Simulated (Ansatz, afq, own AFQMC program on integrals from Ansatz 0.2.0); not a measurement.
## AlH$_{3}$⁺, doublet: AFQMC among the cluster methods

```xyz
4

Al    0.0000    0.0635    0.0000
H     0.0000    0.2515   -1.7249
H     0.0000    0.2515    1.7249
H     0.0000   -2.2040    0.0000
```

Basis cc-pVDZ. Noble-gas cores (and the filled d shells of Ga–Kr and In–Xe) are frozen. AFQMC by an in-house program on the Cholesky factors that Ansatz 0.2.0 writes for its CCSD(T) run. The CISD trial takes its coefficients from CCSD amplitudes. Released means that phaseless walkers are propagated on without the constraint, phases kept. ± is one standard error of the sampling.

Determinant: UHF, the one that the program's search chose, which needn't be the lowest solution. The geometry is a point of a scan.

Full CI on the same integrals is exact in this basis and with this determinant's frozen core.

* T1 diagnostic: 0.0165
* weight of the determinant in the CISD state: 0.937
* ⟨S²⟩ of the determinant: 0.753
* size of the correlated space: 5 electrons in 28 orbitals

```tsv
level	correlation energy (eV)
MP2	-1.4542
CCSD	-1.9981
CCSD(T)	-2.0255
```

(1) Estimate where full CI lies against CCSD(T) on the same integrals.

(1) 0.51 mEh below CCSD(T).

Reference: full CI, correlation energy -2.039 eV. The released energy is read at 2.40 1/Eh (meV from the phaseless value at times in 1/Eh: -1.3 ± 1.0 at 0.24, -1.7 ± 0.9 at 0.51, -2.5 ± 0.7 at 0.99, -3.5 ± 0.6 at 1.62, -4.5 ± 0.6 at 2.40).

```json
{"level": "CCSD(T)", "E − E(reference) (mEh)": "0.51", "share of correlation (%)": "99.32"}
{"level": "CCSDT", "E − E(reference) (mEh)": "0.05", "share of correlation (%)": "99.93"}
{"level": "CCSDT(Q)", "E − E(reference) (mEh)": "0.02", "share of correlation (%)": "99.98"}
{"level": "CCSDTQ", "E − E(reference) (mEh)": "0.00", "share of correlation (%)": "100.00"}
{"level": "ph-AFQMC/CISD", "E − E(reference) (mEh)": "0.17 ± 0.04", "share of correlation (%)": "99.78"}
{"level": "released AFQMC", "E − E(reference) (mEh)": "0.00 ± 0.02", "share of correlation (%)": "100.00"}
```

CCSDT and higher add their correlation energy to the determinant of the CCSD(T) run, since their own runs factorise the integrals more tightly (a shift of under 2 meV). A walk keeps the symmetry of its determinant, which the program's search chose and which needn't be the lowest solution, so a lower state of the same spin and another symmetry isn't excluded. Released energies are given only where the last usable release times agree within the noise; a slower fall can still hide under it.
